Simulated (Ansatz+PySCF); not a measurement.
# doublet SiH4(+): levels of theory in one basis

```xyz
5

Si   -0.4693    0.0000    0.6028
H    -0.3358    0.0000   -1.2958
H     0.4380    0.0000   -1.1513
H     0.1835   -1.2856    0.9221
H     0.1835    1.2856    0.9221
```

Basis set: cc-pVTZ on H; cc-pV(T+d)Z on Si (spherical functions). Left uncorrelated: 5 orbitals. Correlation on ROHF uses semicanonical orbitals with singles. Charge 1, multiplicity 2.

Computed with Ansatz (development build ahead of 0.2.0); each method stands on the lowest determinant of its kind that the runs found.

| method | E − E(ROHF) (eV) | <S²> of the determinant |
| --- | --- | --- |
| ROHF | 0.00 | 0.75 |
| UHF | -0.04 | 0.75 |
| ROHF-MP2 | -3.16 | – |
| UHF-MP2 | -3.17 | 0.75 |

Question: What does ROHF-CCSD(T) give on the same scale?

Answer: -3.99 eV.
